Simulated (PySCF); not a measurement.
## Ionisation energy of P by level of theory

P [Ne] 3s2 3p3 (4S) → P⁺ [Ne] 3s2 3p2 (3P), as a difference of total energies. All numbers are calculated (PySCF 2.14, the spin-free X2C one-electron Hamiltonian (Gaussian nucleus), in x2c-TZVPPall (5s5p3d1f, 42 functions)). Correlated levels: valence: [Ne] frozen; valence and next inner shell: 1s2 frozen. The calculations carry no spin-orbit coupling.

| method | ionisation energy (eV) |
| --- | --- |
| UHF | 9.897 |
| LDA | 10.558 |
| PBE | 10.465 |
| PBE0 | 10.513 |
| r2SCAN | 10.616 |
| wB97M-V | 10.233 |
| CAM-B3LYP | 10.366 |
| wB97X | 10.359 |
| wB97X-V | 10.297 |
| ROHF | 10.031 |
| MP2 (valence) | 10.467 |
| SCS-MP2 (valence) | 10.293 |
| MP2 (valence and next inner shell) | 10.470 |
| SCS-MP2 (valence and next inner shell) | 10.296 |

Q: How much does correlation contribute at MP2 (valence and next inner shell)?

A: 10.470 − (9.897) = 0.573 eV, measured against UHF.

Errors of the correlated levels include the incompleteness of this basis and the frozen core.

For comparison: 10.526 eV (measured; NIST levels, between the centres of gravity of the two terms).
